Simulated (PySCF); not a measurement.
**CH2AlN (SMILES N#[C][AlH2]): a chain of runs**

Wanted: a series of 18 runs (PBE0-D4/def2-TZVP, CCSD(T)/def2-TZVPP, RI-MP2/def2-QZVPP, PBE-D4/def2-TZVPP, r2SCAN-D4/def2-TZVPP, B3LYP-D4/def2-TZVPP, PBE0-D4/def2-TZVPP, wB97M-V/def2-TZVPP, and more) of CH2AlN. Input form: a Python script.

The calculation is run with PySCF 2.14.0.

1 further run of the same task is left out (for a faulty analytic Hessian).

## (1) The molecule

CH2AlN: 5 atoms, total charge 0, spin state singlet. As SMILES, `N#[C][AlH2]`. All atoms were displaced at random from a relaxed shape. The run starts from this shape.

Bond lengths: N1–C2 1.162 Å, C2–Al3 1.930 Å, Al3–H4 1.529 Å, Al3–H5 1.610 Å. Angles: N1–C2–Al3 176.9°, C2–Al3–H4 121.7°, C2–Al3–H5 114.6°, H4–Al3–H5 123.7°.

## (2) A geometry optimisation at PBE0-D4/def2-TZVP (density fitting with def2-universal-jkfit) (run 1)

start.xyz

```xyz
5

N      1.398259    -1.341401     1.369728
C      0.717383    -0.674252     0.705311
Al    -0.455627     0.347421    -0.436542
H     -1.648833    -0.294789    -1.144200
H     -0.045052     1.895192    -0.604306
```

run.py

```python
# N#[C][AlH2]
from pyscf import gto, dft
from pyscf.geomopt.geometric_solver import kernel as optimise

mol = gto.M(
    atom='start.xyz',
    spin=0,
    charge=0,
    basis='def2-tzvp',
    max_memory=1860,
    verbose=3,
)

calc0 = dft.RKS(mol, xc='pbe0')
calc0 = calc0.density_fit(auxbasis='def2-universal-jkfit')
calc0.max_cycle = 100
calc0.conv_tol = 1e-09
calc0.grids.level = 4
calc0.disp = 'd4'
converged, mol_eq = optimise(calc0, maxsteps=100)
print('converged:', converged)
print(mol_eq.tostring())

calc0.reset(mol_eq)
mol = mol_eq
calc0.kernel()
e_tot = calc0.e_tot
print('Final energy', e_tot)
```

On the command line:

```bash
$ OMP_NUM_THREADS=1 python run.py
```

The log of the run:

```text
maxiter                   100
[... 24 lines left out ...]
> Convergence Criteria:
[... 17 lines left out ...]
WARN: Mole.unit (angstrom) is changed to Bohr
[... 11 lines left out ...]
Step    0 : Gradient = 1.784e-02/2.397e-02 (rms/max) Energy = -336.2759893364
[... 31 lines left out ...]
converged SCF energy = -336.277338123463
[... 41 lines left out ...]
converged SCF energy = -336.277422785773
[... 41 lines left out ...]
converged SCF energy = -336.277437355464
[... 32 lines left out ...]
Converged! =D
[... 1 line left out ...]
converged: True
N           1.38316990       -1.33804453        1.36738133
C           0.70534979       -0.69336297        0.69135912
Al         -0.43051280        0.38907681       -0.44588246
H          -1.65099271       -0.33110522       -1.12758222
H          -0.04627967        1.90608207       -0.60079108
converged SCF energy = -336.277437566378
Final energy -336.27743756637784
```

It took 88 s on 1 thread of Arm Neoverse V2, shared host; peak memory 1 GiB.

Step by step:

| step | energy from the first frame kept (eV) | largest force (eV/Å) |
| --- | --- | --- |
| 0 | 0.0000 | 1.2324 |
| 1 | -0.0373 | 0.0817 |
| 2 | -0.0367 | 0.1374 |
| 3 | -0.0387 | 0.0577 |
| 4 | -0.0390 | 0.0329 |
| 5 | -0.0392 | 0.0268 |
| 6 | -0.0394 | 0.0076 |
| 7 | -0.0394 | 0.0021 |

After the run. Bond lengths: N1–C2 1.154 Å, C2–Al3 1.938 Å, Al3–H4 1.573 Å, Al3–H5 1.573 Å. Angles: N1–C2–Al3 179.9°, C2–Al3–H4 117.0°, C2–Al3–H5 117.0°, H4–Al3–H5 126.1°.

## (3) The energy at CCSD(T)/def2-TZVPP (run 3)

calc.py

```python
from pyscf import gto, cc

mol = gto.M(
    atom=[
    ('N', (1.383170, -1.338045, 1.367381)),
    ('C', (0.705350, -0.693363, 0.691359)),
    ('Al', (-0.430513, 0.389077, -0.445882)),
    ('H', (-1.650993, -0.331105, -1.127582)),
    ('H', (-0.046280, 1.906082, -0.600791)),
],
    max_memory=1860,
    basis='def2-tzvpp',
    verbose=3,
    charge=0,
)

mf = mol.RHF()
mf.conv_tol = 1e-10
mf.kernel()
if not mf.converged:
    mf = mf.newton().run(mf.mo_coeff, mf.mo_occ)

mycc = cc.CCSD(mf, frozen=7)
mycc.kernel()
e_t = mycc.ccsd_t()
energy = mycc.e_tot + e_t
print('E(%s) = %.9f' % ('CCSD(T)', energy))
```

On the command line:

```bash
$ OMP_NUM_THREADS=1 python calc.py
```

The log of the run:

```text
converged SCF energy = -335.438016017446
E(CCSD) = -335.8664619839731  E_corr = -0.4284459665269486
CCSD(T) correction = -0.0203898061009633
E(CCSD(T)) = -335.886851790
```

Run time: 93 s. Hardware: 1 thread of Arm Neoverse V2, shared host; peak memory 2.1 GiB.

Runs 4 to 18 aren't shown in full; the table further down has their settings and results.

## (4) The doublet cation: a single-point energy at UB3LYP/6-31G(d) (spherical functions) (run 19)

job.py

```python
from pyscf import gto, dft

mol = gto.Mole()
mol.atom = '''
N      1.383170    -1.338045     1.367381
C      0.705350    -0.693363     0.691359
Al    -0.430513     0.389077    -0.445882
H     -1.650993    -0.331105    -1.127582
H     -0.046280     1.906082    -0.600791
'''
mol.charge = 1
mol.max_memory = 1860
mol.basis = '6-31g*'
mol.verbose = 3
mol.spin = 1
mol.build()

calc0 = dft.UKS(mol, xc='b3lyp')
calc0.conv_tol = 1e-10
calc0.grids.level = 5
calc0.kernel()
if not calc0.converged:
    calc0 = calc0.newton().run(calc0.mo_coeff, calc0.mo_occ)

etot = calc0.e_tot
print(f'total energy: {etot:.8f} hartree')
```

On the command line:

```bash
$ OMP_NUM_THREADS=1 python job.py
```

The log of the run:

```text
converged SCF energy = -336.048335787818  <S^2> = 0.76524482  2S+1 = 2.0151872
total energy: -336.04833579 hartree
```

It took 13 s on 1 thread of Arm Neoverse V2, shared host; peak memory 0.29 GiB.

## (5) The series

```
run                                                             level      task  integral approximation  partner  energy (Eh)  dipole moment (D) of the reference  HOMO energy (eV)  LUMO energy (eV)  wall time
  1     PBE0-D4/def2-TZVP (density fitting with def2-universal-jkfit)  optimise    def2-universal-jkfit     base  -336.277438                                3.39             -9.24             -2.56       88 s
  3                                                CCSD(T)/def2-TZVPP    energy                    none     base  -335.886852                                3.61            -12.39              0.22       93 s
  4     RI-MP2/def2-QZVPP (density fitting with def2-universal-jkfit)    energy    def2-universal-jkfit     base  -335.886879                                3.65            -12.39              0.09      4.2 s
  5                                                 PBE-D4/def2-TZVPP    energy                    none     base  -336.254490                                3.27             -7.95             -3.36       18 s
  6                                              r2SCAN-D4/def2-TZVPP    energy                    none     base  -336.424286                                3.31             -8.26             -3.07       43 s
  7                                               B3LYP-D4/def2-TZVPP    energy                    none     base  -336.541366                                3.39             -9.05             -2.79       18 s
  8                                                PBE0-D4/def2-TZVPP    energy                    none     base  -336.277788                                3.39             -9.24             -2.56       18 s
  9                                                wB97M-V/def2-TZVPP    energy                    none     base  -336.463025                                3.42            -11.47             -0.85       79 s
 10                                                 B2PLYP/def2-TZVPP    energy                    none     base  -336.324339                                3.50            -10.42             -1.51       22 s
 11                                                  SVWN5/def2-TZVPP    energy                    none     base  -334.639709                                3.38             -8.02             -3.62       13 s
 12                                                 M06-2X/def2-TZVPP    energy                    none     base  -336.450223                                3.49            -10.45             -2.00       44 s
 13                                B3LYP/6-31G* (spherical functions)    energy                    none     base  -336.467689                                3.21             -8.90             -2.67        6 s
 14                                                         HF/STO-3G    energy                    none     base  -331.315749                                3.73             -9.85              6.98     0.73 s
 15                                                UPBE-D4/def2-TZVPP    energy                    none   cation  -335.844697                                   –            -14.45            -14.32       52 s
 16                                              UB3LYP-D4/def2-TZVPP    energy                    none   cation  -336.118210                                   –            -15.61            -13.94       48 s
 17                                               UPBE0-D4/def2-TZVPP    energy                    none   cation  -335.854382                                   –            -15.71            -13.76       50 s
 18  U-wB97M-V/def2-TZVPP (density fitting with def2-universal-jkfit)    energy    def2-universal-jkfit   cation  -336.027304                                   –            -17.51            -12.22      2 min
 19                               UB3LYP/6-31G* (spherical functions)    energy                    none   cation  -336.048336                                   –            -15.62            -13.93       13 s
```

## (6) What came out

| quantity | value |
| --- | --- |
| doublet cation, run 19: total energy | -336.04834 Eh |
| doublet cation, run 19: HOMO energy (highest over α and β) | -15.62 eV |
| doublet cation, run 19: LUMO energy (lowest over α and β) | -13.93 eV |
| doublet cation, run 19: ⟨S²⟩ | 0.765 |
| vertical ionisation energy (to the doublet cation), PBE-D4/def2-TZVPP | 11.151 eV |
| vertical ionisation energy (to the doublet cation), B3LYP-D4/def2-TZVPP | 11.515 eV |
| vertical ionisation energy (to the doublet cation), PBE0-D4/def2-TZVPP | 11.521 eV |
| vertical ionisation energy (to the doublet cation), B3LYP/6-31G* | 11.411 eV |

At PBE-D4/def2-TZVPP: the vertical ionisation energy comes to 11.15 eV (257 kcal/mol). The negative HOMO energy of the first species, 7.95 eV, lies 3.20 eV below that difference. At B3LYP-D4/def2-TZVPP: removing an electron at fixed nuclei costs 11.51 eV (266 kcal/mol). −ε(HOMO) before ionisation, 9.05 eV, is 2.47 eV below this ionisation energy. At PBE0-D4/def2-TZVPP: the vertical ionisation energy comes to 11.52 eV (1112 kJ/mol). −ε(HOMO) before ionisation, 9.24 eV, is 2.28 eV below this ionisation energy. Totals of different functionals can't be ranked against each other. In run 14 the basis is minimal, so the values are rough. All runs together took 12 min, the longest 2 min.
